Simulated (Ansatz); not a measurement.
Consider the substitution at a C–C bond: `O=CC(O)S` + H₂S → `OC(S)S` + `C=O`.

Gas-phase electronic energies from Ansatz, PBE0-D4/def2-TZVP geometries. CCSD(T)/CBS is the MP2 limit (def2-TZVPP, def2-QZVPP) plus CCSD(T) − MP2 in def2-TZVPP, frozen cores. This one scheme is used for every species. DFT in def2-TZVPP. Each species was taken in one conformer, which may not be the lowest.

`O=CC(O)S`:

```xyz
9

O    -1.579   -0.656    0.619
C    -0.991    0.303    0.190
C     0.514    0.350    0.204
O     1.046   -0.629    1.003
S     0.983    0.274   -1.573
H    -1.509    1.160   -0.273
H     0.867    1.341    0.508
H     0.331   -1.268    1.153
H     0.337   -0.876   -1.832
```

H₂S:

```xyz
3

S     0.244    0.218   -0.526
H     0.359   -0.939    0.142
H    -0.604    0.721    0.384
```

`OC(S)S`:

Cartesian coordinates in Å:
```
O -0.305 -0.463 1.515
C 0.026 0.343 0.439
S -1.404 0.381 -0.703
S 1.584 -0.081 -0.395
H -0.404 -1.370 1.204
H 0.192 1.340 0.848
H -0.755 0.911 -1.751
H 1.066 -1.061 -1.156
```

`C=O`:

```xyz
4

C     0.004    0.001   -0.003
O    -1.013   -0.115    0.614
H     0.164    0.826   -0.725
H     0.845   -0.712    0.113
```

| level | ΔE (kcal/mol) |
| --- | --- |
| revPBE-D4 | 13.9 |
| BHLYP | 15.0 |
| CAM-B3LYP | 15.3 |
| CCSD(T)/def2-SVP | 16.2 |

Task: What does CCSD(T)/CBS give? (Best estimate.)

Result: Computed: +13.5 kcal/mol. The listed levels differ from it by 0.4, 1.5, 1.8, 2.7 kcal/mol.

Task: What do rigid-rotor, harmonic-oscillator terms from PBE0-D4/def2-TZVP frequencies (298.15 K, 1 bar) make of the CCSD(T)/CBS value? (Best estimate.)

Result: Ansatz gave: ΔZPE = +0.8 kcal/mol, ΔH = +14.3 kcal/mol, ΔS = 11 J/(mol·K), ΔG = +13.5 kcal/mol.

Largest T1 diagnostic among the species: 0.015.

Leaving LDA and LC-ωPBE aside and taking each functional with its dispersion term where it has one, the values, not all of them listed here, spread over 2.2 kcal/mol, from BLYP-D4 to r2SCAN-D4. LDA lies +3.4 kcal/mol from PBE without D4. From BLYP to BHLYP (50 % exact exchange), in def2-TZVPP and without D4, ΔE moves by +0.9 kcal/mol. At CCSD(T), def2-SVP lies +2.7 kcal/mol from the extrapolated value and def2-TZVPP +0.9 kcal/mol.
